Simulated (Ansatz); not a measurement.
`C1=CCCC1` and `FC1C=CCC1` differ in one atom or group.

Ansatz, PBE0-D4/def2-TZVP geometries, multiplicity 1. 

```json
{"property": "zero-point energy (PBE0-D4/def2-TZVP) / kJ/mol", "`C1=CCCC1`": "307.3"}
{"property": "HOMO energy (ωB97M-V/def2-TZVPP) / eV", "`C1=CCCC1`": "-9.05"}
{"property": "HOMO–LUMO gap (PBE/def2-TZVPP) / eV", "`C1=CCCC1`": "5.31"}
{"property": "size of the dipole moment (B3LYP/def2-TZVPP) / D", "`C1=CCCC1`": "0.23"}
{"property": "HOMO–LUMO gap (PBE0/def2-TZVPP) / eV", "`C1=CCCC1`": "7.47"}
{"property": "size of the dipole moment (PBE/def2-TZVPP) / D", "`C1=CCCC1`": "0.24"}
```

Q: What does the change do to each property? (Estimate.)

A: Computed: 
```tsv
property	`FC1C=CCC1`	shift
zero-point energy (PBE0-D4/def2-TZVP) / kJ/mol	287.6	-19.7
HOMO energy (ωB97M-V/def2-TZVPP) / eV	-9.83	-0.78
HOMO–LUMO gap (PBE/def2-TZVPP) / eV	5.38	0.07
size of the dipole moment (B3LYP/def2-TZVPP) / D	2.05	1.82
HOMO–LUMO gap (PBE0/def2-TZVPP) / eV	7.56	0.09
size of the dipole moment (PBE/def2-TZVPP) / D	1.93	1.69
```

With PBE0 the HOMO falls by 0.77 eV and the LUMO falls by 0.67 eV, so the gap widens by about 0.10 eV. PBE moves the HOMO by -0.74 eV and ωB97M-V by -0.78 eV. Dipoles are sizes alone; their direction can turn.

B3LYP here is the variant with VWN-RPA as its local correlation; programs differ in this.
